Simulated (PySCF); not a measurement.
**A small calculation by hand: chemical shift, span and skew from a shielding tensor**

C4H4S, SMILES c1ccsc1. Atoms are numbered in the order given.

```xyz
9

C      0.0000     0.7121     1.2698
C      0.0000    -0.7121     1.2698
C      0.0000    -1.2349     0.0031
S      0.0000     0.0000    -1.1895
C      0.0000     1.2349     0.0031
H      0.0000     1.3256     2.1718
H      0.0000    -1.3256     2.1718
H      0.0000    -2.2830    -0.2933
H      0.0000     2.2830    -0.2933
```
Charge 0, spin multiplicity 1.

Coordinates come from a PBE0-D3(BJ)/def2-SVP optimisation.

GIAO shieldings from B3LYP/pcSseg-1 in PySCF, non-relativistic, no solvent. The symmetric part of the tensor of C3 has the principal values -47.9, 45.0, 139.3 ppm. The same nucleus in TMS has σ = 181.3 ppm at this level (PySCF, at its B3LYP-D3(BJ)/def2-TZVP geometry).

Question: Work out the isotropic shielding, the ¹³C shift against TMS, the span and the skew.

Answer: 
σ(iso) = (σ11 + σ22 + σ33)/3 = 45.5 ppm. δ = σ(ref) − σ(iso) = 181.3 − (45.5) = 135.8 ppm.
Span Ω = σ33 − σ11 = 187.2 ppm. Skew κ = 3(σ(iso) − σ22)/Ω = 0.01. Tumbling in solution averages the tensor to δ; in a static solid the shielding alone would spread this spin-1/2 line over Ω.
